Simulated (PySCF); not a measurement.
CH5B: core ionisation energies

CH3BH2, CH5B.
Atom-mapped SMILES: `[BH2:1][CH3:2]`

The calculation used delta-SCF UKS SCAN, pcX-2 on the ionised atom, pcseg-1 elsewhere, spin-free X2C in PySCF. These are vertical core ionisation energies against the vacuum level, from separate self-consistent calculations with and without the core hole.

Task: What binding energy does each computed site have?

Result: 
| atom(s) | environment | level | binding energy (eV) | count |
| --- | --- | --- | --- | --- |
| B1 | three-coordinate boron | B 1s | 196.53 | 1 |
| C2 | sp3 carbon bound to boron | C 1s | 290.52 | 1 |

Task: What is the longest wavelength that can ionise C 1s of C2 vertically?

Result: λ = hc/E = 12398.42 eV Å / 290.52 eV = 42.677 Å.

Task: Which effective nuclear charge Zeff reproduces each element's mean 1s value in the hydrogen-like formula E = 13.606 eV × Zeff²?

Result: B (Z = 5): mean 196.5 eV, Zeff = 3.80, Z − Zeff = 1.20; C (Z = 6): mean 290.5 eV, Zeff = 4.62, Z − Zeff = 1.38. Means run over the listed sites, weighted by atom count.

Isolated species at its PBE0-D3(BJ)/def2-SVP geometry, gas phase.
